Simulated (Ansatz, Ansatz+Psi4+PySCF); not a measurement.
```xyz
2

P     0.0000    0.0000   -0.7604
N     0.0000    0.0000    0.7604
```

Basis set: cc-pVTZ on N; cc-pV(T+d)Z on P (spherical functions). Frozen core: 6 orbitals. Charge 0, multiplicity 1.

Computed with Ansatz (development build ahead of 0.2.0); the reference of a correlated method needn't be the lowest determinant of its kind. Restricted open shells among the atoms or ions are ROHF, correlated in semicanonical orbitals with singles.

Question: Give the atomization energy at this shape (free ground-state atoms in the same class of orbitals less the molecule, no zero-point energy) of singlet PN by RHF-CCSD(T), UHF-CCSD(T).

Answer:

```tsv
method	atomization energy
RHF-CCSD(T)	5.81 eV
UHF-CCSD(T)	5.71 eV
```

Caution for RHF-CCSD(T): an unrestricted determinant lies well below. Caution for UHF-CCSD(T): another reference gives a lower total; the unrestricted determinant is spin contaminated.
